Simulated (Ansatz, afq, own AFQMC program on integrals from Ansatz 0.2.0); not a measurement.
AlSi, quartet in cc-pVDZ, levels against full CI

```yaml
atoms:
  - { symbol: Si, position_ang: [0.0000, 0.0000, 0.0000] }
  - { symbol: Al, position_ang: [0.0000, 0.0000, 3.9170] }
```

Basis cc-pVDZ. Only valence electrons are correlated. AFQMC by an in-house program on the Cholesky factors that Ansatz 0.2.0 writes for its CCSD(T) run. The CISD trial takes its coefficients from CCSD amplitudes. Released means that phaseless walkers are propagated on without the constraint, phases kept. ± is one standard error of the sampling.

Determinant: UHF, the one that the program's search chose, which needn't be the lowest solution. The geometry is a point of a scan.

Full CI on the same integrals is exact in this basis and with this determinant's frozen core.

Cautions: lower spins were not checked; the released energies have errors that jump between times, so the bars are unsure, so no released level is given (meV from the phaseless value at times in 1/Eh: 2 ± 9 at 0.24, -7.8 ± 2.5 at 0.51, 39 ± 50 at 0.99, -16 ± 3 at 1.62, -16.6 ± 2.1 at 2.40).

- T1 diagnostic: 0.0366
- weight of the determinant in the CISD state: 0.854
- ⟨S²⟩ of the determinant: 3.777
- size of the correlated space: 7 electrons in 26 orbitals

Reference: full CI, correlation energy -3.353 eV.

| level | E − E(reference) (mEh) | share of correlation (%) |
| --- | --- | --- |
| HF | 123.23 | 0.00 |
| MP2 | 42.63 | 65.40 |
| CCSD | 7.51 | 93.90 |
| CCSD(T) | 4.39 | 96.44 |
| CCSDT | 1.02 | 99.18 |
| CCSDT(Q) | 0.00 | 100.00 |
| CCSDTQ | 0.04 | 99.96 |
| ph-AFQMC/CISD | 3.55 ± 0.10 | 97.12 |

CCSDT and higher add their correlation energy to the determinant of the CCSD(T) run, since their own runs factorise the integrals more tightly (a shift of under 2 meV). A walk keeps the symmetry of its determinant, which the program's search chose and which needn't be the lowest solution, so a lower state of the same spin and another symmetry isn't excluded.
